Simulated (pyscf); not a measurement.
# Four-centre exchange: F–BH–F + CH₄ -> HF + H₃C–BH–F

Gas phase, singlet surface, charge 0. Bonds broken: F1–B2, C5–H6. Bonds formed: F1–H6, B2–C5. Optimised with ωB97X-D3(BJ)/def2-SVP in PySCF. Correlated levels are frozen-core, on RHF or UHF. ΔMP2 is the change of the MP2 total energy from the triple- to the quadruple-zeta basis.

Transition state (Å):

```xyz
9

F     -0.3923     1.1076     1.4230
B     -1.1553     0.2955     0.2310
F     -1.1903    -0.9988     0.6103
H     -2.1839     0.8594    -0.0491
C      0.0942     0.6005    -0.9337
H      0.1446     0.9963     0.4172
H     -0.0816     1.5052    -1.5297
H     -0.1562    -0.2904    -1.5285
H      1.1804     0.4930    -0.7416
```

One imaginary mode, 1207i cm⁻¹; descent along it reached the two sides named.

| bond | change | reactant side (Å) | saddle | product side |
|---|---|---|---|---|
| F1–B2 | breaks | 1.320 | 1.632 | 2.447 |
| C5–H6 | breaks | 1.099 | 1.409 | 3.3 |
| F1–H6 | forms | 2.7 | 1.146 | 0.929 |
| B2–C5 | forms | 3.2 | 1.735 | 1.562 |

Electronic energies relative to the separated reactants (kcal/mol):

| level | barrier | reaction energy | reverse barrier |
|---|---|---|---|
| ωB97X-D3(BJ)/def2-TZVP | 58.6 | +37.7 | 20.9 |
| PBE/def2-TZVP | 51.7 | +37.6 | 14.1 |
| r²SCAN/def2-TZVP | 54.7 | +39.4 | 15.3 |
| B3LYP-D3(BJ)/def2-TZVP | 60.4 | +39.1 | 21.3 |
| PBE0-D3(BJ)/def2-TZVP | 54.4 | +37.1 | 17.3 |
| M06-2X/def2-TZVP | 58.9 | +39.4 | 19.5 |
| ωB97M-D3(BJ)/def2-TZVP | 58.4 | +38.2 | 20.2 |
| HF/def2-TZVP | 82.2 | +41.9 | 40.4 |
| MP2/def2-QZVPP | 58.6 | +36.5 | 22.1 |
| CCSD/def2-TZVPP | 63.6 | +37.5 | 26.1 |
| CCSD(T)/def2-TZVPP | 60.4 | +37.3 | 23.1 |
| CCSD(T)/def2-TZVPP + ΔMP2(QZVPP) | 60.4 | +36.6 | 23.8 |

With CCSD(T)/def2-TZVPP + ΔMP2(QZVPP) energies and thermal terms (ideal gas, 1 atm, RRHO with modes under 100 cm⁻¹ raised to 100, one conformer, R ln 2 for rigid chiral ones), in kcal/mol:

| T (K) | ΔH‡ | ΔG‡ | ΔH | ΔG |
|---|---|---|---|---|
| 298 | 58.5 | 68.1 | +35.7 | +34.7 |
| 600 | 59.0 | 77.7 | +36.6 | +33.3 |
| 900 | 59.9 | 86.8 | +37.3 | +31.5 |
| 1200 | 60.8 | 95.7 | +37.8 | +29.4 |

The same reactants have a lower exit, to H₃C–B(F)–F + H₂ (barrier +50.3 kcal/mol at ωB97M-D3(BJ), against +58.4 kcal/mol here). This is the saddle that the search found; another between the same sides may lie lower. The CCSD(T) − MP2 part came from Ansatz, without density fitting, on the same reference.
